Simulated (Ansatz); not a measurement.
# C2H5Si (SMILES C=C[SiH2]) at UMP2/aug-cc-pVDZ

What is the energy change on altering one bond length of C2H5Si at UMP2/aug-cc-pVDZ? 

The calculation is run with Ansatz 0.2.0.

25 further runs of the same task are left out: 25 set aside as unsound or not needed.

### 1 Starting point

The species is C2H5Si (8 atoms), meant as a doublet with charge 0. SMILES: `C=C[SiH2]`. The coordinates come from a PBE0-D4/def2-TZVP relaxation.

Bond lengths: C1–C2 1.338 Å, C2–Si3 1.837 Å, C1–H4 1.086 Å, C1–H5 1.086 Å, C2–H6 1.089 Å, Si3–H7 1.487 Å, Si3–H8 1.487 Å. Angles: C1–C2–Si3 124.1°, C1–C2–H6 118.0°, Si3–C2–H6 117.8°, C2–C1–H4 121.8°, C2–C1–H5 122.0°, C2–Si3–H7 112.1°, C2–Si3–H8 113.3°, H4–C1–H5 116.2°, H7–Si3–H8 112.2°.

### 2 A single-point energy at UMP2/aug-cc-pVDZ

The input, run.yaml:

```yaml
crystal:
  periodic: [false, false, false]
  atoms:
    - symbol: C
      position_ang: [-0.408600, 0.930200, -0.877900]
    - symbol: C
      position_ang: [-0.357700, 0.348900, 0.326600]
    - symbol: Si
      position_ang: [0.886400, -0.913500, 0.807600]
    - symbol: H
      position_ang: [0.266200, 0.644900, -1.679900]
    - symbol: H
      position_ang: [-1.129000, 1.708400, -1.111700]
    - symbol: H
      position_ang: [-1.056700, 0.689200, 1.089200]
    - symbol: H
      position_ang: [1.531500, -1.544100, -0.375100]
    - symbol: H
      position_ang: [0.360000, -1.921200, 1.765400]
basis:
  gaussian: {orbitals: aug-cc-pVDZ}
magnetization: {spin_polarized: true, initial_magnetization: 1}
correlation: {method: mp2, frozen_orbitals: {C: 1, H: 0, Si: 5}}
accuracy: high
```

Command:

```bash
$ ansatz run run.yaml --threads 1 --pin off --max-ram 3480MiB --events-out events.jsonl --progress --plain --runs-dir runs
```

What it wrote:

```text
Warning: RAYON_NUM_THREADS=1 ignored (pool sized by the plan → 1); use --threads N
Functional definition: HF
  name "HF"
  exchange = exact_x
  correlation = 0
2333 factors; integrals over basis functions are off by at most 3.9e-9 eV
mean field evaluation 1: about -9996.5116 eV, gradient 2.4e1 eV
mean field evaluation 2: about -9996.5503 eV, gradient 2.4e1 eV
mean field evaluation 4: about -10000.5772 eV, gradient 3.0e0 eV
mean field evaluation 8: about -10000.8159 eV, gradient 3.6e-1 eV
mean field evaluation 16: about -10000.8333 eV, gradient 1.0e-4 eV
mean field -10000.83331959 eV, -367.5238456865 hartree, gradient 1.6e-8 eV, S^2 0.895376; 0 other end points of the search recorded, 0 dependent functions left out
7 core orbitals not correlated: weight in the atoms' cores, before any rotation towards them, 1.000 or more for the frozen orbitals, at most 0.000 for the correlated occupied ones
reference -10000.83331959 eV, -367.5238456865 hartree; 9, 8 occupied and 102, 103 virtual orbitals, 2333 factors
second order -9.72708345 eV of doubles, -0.00000000 eV of singles
Total energy: -10010.56040303 eV, -367.8813094099 hartree
```

It took 6.9 s on 1 thread of Arm Neoverse V2, shared host; peak memory 0.4 GiB.

### 3 The distorted shape, same level

The input, run.yaml:

```yaml
crystal:
  periodic: [false, false, false]
  atoms:
    - {symbol: C, position_ang: [-0.781848, 1.308938, -1.022207]}
    - {symbol: C, position_ang: [-0.730948, 0.727638, 0.182293]}
    - {symbol: Si, position_ang: [0.886400, -0.913500, 0.807600]}
    - {symbol: H, position_ang: [-0.107048, 1.023638, -1.824207]}
    - {symbol: H, position_ang: [-1.502248, 2.087138, -1.256007]}
    - {symbol: H, position_ang: [-1.429948, 1.067938, 0.944893]}
    - {symbol: H, position_ang: [1.531500, -1.544100, -0.375100]}
    - {symbol: H, position_ang: [0.360000, -1.921200, 1.765400]}
basis:
  gaussian:
    orbitals: aug-cc-pVDZ
magnetization:
  spin_polarized: true
  initial_magnetization: 1
correlation:
  method: mp2
  frozen_orbitals: {C: 1, H: 0, Si: 5}
accuracy: high
```

Command:

```bash
$ ansatz run run.yaml --threads 1 --pin off --max-ram 3480MiB --events-out events.jsonl --progress --plain --runs-dir runs
```

What it wrote:

```text
Warning: RAYON_NUM_THREADS=1 ignored (pool sized by the plan → 1); use --threads N
[... 4 set-up lines as earlier in the session ...]
2340 factors; integrals over basis functions are off by at most 3.4e-9 eV
mean field evaluation 1: about -9995.7079 eV, gradient 2.2e1 eV
mean field evaluation 2: about -9995.7455 eV, gradient 2.2e1 eV
mean field evaluation 4: about -9999.2851 eV, gradient 2.7e0 eV
mean field evaluation 8: about -9999.3995 eV, gradient 1.8e-1 eV
mean field evaluation 16: about -9999.4040 eV, gradient 7.3e-2 eV
mean field evaluation 32: about -9999.0017 eV, gradient 4.1e0 eV
mean field -9999.40946348 eV, -367.4715199399 hartree, gradient 2.7e-8 eV, S^2 0.825852; 3 other end points of the search recorded, 0 dependent functions left out
7 core orbitals not correlated: weight in the atoms' cores, before any rotation towards them, 1.000 or more for the frozen orbitals, at most 0.000 for the correlated occupied ones
reference -9999.40946348 eV, -367.4715199399 hartree; 9, 8 occupied and 102, 103 virtual orbitals, 2340 factors
second order -9.99024757 eV of doubles, -0.00000000 eV of singles
Total energy: -10009.39971106 eV, -367.8386547665 hartree
```

Run time: 11 s. Hardware: 1 thread of Arm Neoverse V2, shared host; peak memory 0.4 GiB.

### 4 What came out

At UMP2/aug-cc-pVDZ, 7 core orbitals frozen:

| quantity | value |
| --- | --- |
| first shape: total energy | -367.88131 Eh |
| first shape: correlation energy (7 core orbitals frozen) | -357.5 mEh |
| first shape: ⟨S²⟩ of the reference determinant | 0.895 |
| distorted shape: total energy | -367.83865 Eh |
| distorted shape: correlation energy (7 core orbitals frozen) | -367.1 mEh |
| distorted shape: ⟨S²⟩ of the reference determinant | 0.826 |
| energy change with the C2–Si3 bond stretched from 1.837 to 2.388 Å | 1.161 eV |

With the C2–Si3 bond stretched from 1.837 to 2.388 Å the energy rises by 1.16 eV (27 kcal/mol). The first shape isn't relaxed at this level, so the change isn't measured from a minimum. ⟨S²⟩ (first shape) is 0.90 where a pure doublet has 0.75: the reference is spin-contaminated.
